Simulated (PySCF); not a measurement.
Published values to compare with (the computed states carry no symmetry labels, so the two lists aren't matched line by line):

```json
{"state": "3A''(n→π*)", "E (eV)": "5.63", "f": "0.001", "kind of transition": "vertical absorption", "source": "[1]"}
{"state": "1A''(n→π*)", "E (eV)": "5.96", "f": "", "kind of transition": "vertical absorption", "source": "[1]"}
```

[1] computed, theoretical best estimate (aug-cc-pVTZ, frozen core, CC3 geometry), gas; Veril, Scemama, Caffarel, Lipparini, Boggio-Pasqua, Jacquemin, Loos, WIREs Comput. Mol. Sci. 2021, 11, e1517 (QUESTDB)

Species: formyl fluoride, CHFO.
SMILES: `O=CF`

Method used: PySCF, TDDFT B3LYP/def2-SVPD, vertical, gas phase, core orbitals frozen in the response. Isolated species at its PBE0-D3(BJ)/def2-SVP geometry, gas phase.

Computed singlets: 5.94 eV (f 0.002); 8.69 eV (f 0.000); 8.87 eV (f 0.008); 9.27 eV (f 0.126); 9.87 eV (f 0.122); 10.64 eV (f 0.007).

Time: 2.2 s (with the writing of density and orbital grids); peak memory 0.33 GiB. Hardware: one thread, Arm Neoverse V2 (aarch64), on a shared host.
